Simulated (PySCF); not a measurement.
# Field gradients at the hydrogen positions

Species: C4H6FN.
Cartesian coordinates in Å at the GFN2-xTB level; atoms count from 1:
```
atom  x, y, z in Å
C1     1.9838   -0.1012   -0.4880
N2     1.1826    0.9837    0.0035
C3    -0.0477    0.8577    0.2554
C4    -0.8892   -0.3245    0.1105
C5    -2.1840   -0.3404    0.4095
F6    -2.8289    0.7331    0.8790
H7     1.6889   -0.3801   -1.5033
H8     3.0178    0.2417   -0.5090
H9     1.9164   -0.9917    0.1439
H10   -0.5475    1.7471    0.6250
H11   -0.4474   -1.2342   -0.2651
H12   -2.8436   -1.1919    0.3125
```

Level: PBE0/pcSseg-1 (PySCF, non-relativistic); Q(2H) = 0.00286 b; rigid geometry, the same for H and D, with no vibrational averaging.

**Question.** Rank these positions by the coupling χzz of a deuteron there, largest first.
A. H9 (methyl hydrogen)
B. H11 (vinylic hydrogen)
C. H8 (methyl hydrogen)
D. H12 (vinylic hydrogen)

**Answer.** B (222 kHz), D (212 kHz), C (206 kHz), A (201 kHz).

**Question.** Tabulate Vzz, the asymmetry η and χzz = 234.96 MHz × Q × Vzz for every hydrogen position.

**Answer.** 
```json
{"atom": "H7", "bonded to": "C1", "bond length (Å)": "1.093", "Vzz (au)": "0.3010", "η": "0.05", "χzz (kHz)": "202"}
{"atom": "H8", "bonded to": "C1", "bond length (Å)": "1.090", "Vzz (au)": "0.3061", "η": "0.04", "χzz (kHz)": "206"}
{"atom": "H9", "bonded to": "C1", "bond length (Å)": "1.094", "Vzz (au)": "0.2995", "η": "0.05", "χzz (kHz)": "201"}
{"atom": "H10", "bonded to": "C3", "bond length (Å)": "1.085", "Vzz (au)": "0.3108", "η": "0.06", "χzz (kHz)": "209"}
{"atom": "H11", "bonded to": "C4", "bond length (Å)": "1.079", "Vzz (au)": "0.3298", "η": "0.09", "χzz (kHz)": "222"}
{"atom": "H12", "bonded to": "C5", "bond length (Å)": "1.081", "Vzz (au)": "0.3156", "η": "0.10", "χzz (kHz)": "212"}
```

**Question.** How does χzz go with the bond length over the 6 C–H bonds?

**Answer.** A straight-line fit has a slope of -11.4 kHz for each 0.01 Å, with a correlation coefficient of -0.95, over lengths from 1.079 to 1.094 Å. The longer bonds have the smaller couplings here.

One conformer (not necessarily the lowest) at the GFN2-xTB geometry, without solvent, vibrations or thermal averaging. GFN2-xTB bond lengths can be off by several hundredths of an ångström, more for odd bonds, and the gradients follow them. A larger basis could move these couplings by a tenth or more.
